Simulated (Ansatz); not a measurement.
GeH₂⁻, doublet: vertical spin and charge gaps

Geometry (PBE0/def2-TZVPD stationary point for this spin, not checked as a minimum):

```xyz
3

Ge    0.0000   -0.0307    0.0000
H     0.0000    1.1080   -1.1584
H     0.0000    1.1080    1.1584
```

Basis aug-cc-pVDZ; Ansatz 0.2.0. Only valence electrons are correlated (noble-gas cores and the filled d shells of p-block atoms frozen). R marks a restricted (for open shells ROHF) determinant. Active spaces: valence = (7e, 6o) chosen from the atoms' valence shells. No spin–orbit coupling is included, and no scalar relativity.

Gaps are energies of the second state less the first, at fixed atoms, for a selection of the levels run; each method lands on the state that its own search finds for that charge and spin.

For open shells CISD and CISDTQ are restricted-active-space CI with the open shells as a complete middle space. The highest occupied Kohn–Sham level of the anion is positive, up to +0.69 eV, so in those functionals the extra electron is held by the basis alone, which enters their differences from the reference.

Task: PBE gives 2.609 eV for removing an electron, to the triplet. Estimate what full CI gives in aug-cc-pVDZ.

Result: Full CI in aug-cc-pVDZ gives 2.379 eV, so against it PBE is off by 0.230 eV, of which a good part can be the reference's own basis and frozen-core error.

```csv
level,gap (eV),error (meV)
RHF,1.509,-870
RMP2,2.284,-95
CISD,2.229,-150
RCCSD,2.335,-44
RCCSD(T),2.373,-6
BCCD(T),2.373,-6
RCCSDT,2.375,-4
CISDTQ,2.371,-8
RCCSDT(Q),2.378,-1
RCCSDTQ,2.378,-1
CASSCF (valence space),1.383,-996
NEVPT2 (valence space),2.097,-282
MRCISD (valence space),2.267,-112
MRCISD+Q (valence space),2.377,-2
r2SCAN,2.543,164
PBE0,2.555,176
B3LYP,2.743,364
wB97M-V,2.588,209
B2PLYP,2.542,163
RPA-PBE,2.604,225
```

In so small a basis the reference is far from its limit while semilocal and hybrid functionals are nearer theirs (RPA and double hybrids share part of the reference's basis error), so the functionals' errors here hold much of the reference's basis and frozen-core error, which can add to them or hide them.

Full CI is exact within this basis and frozen core; it isn't the basis-set limit.
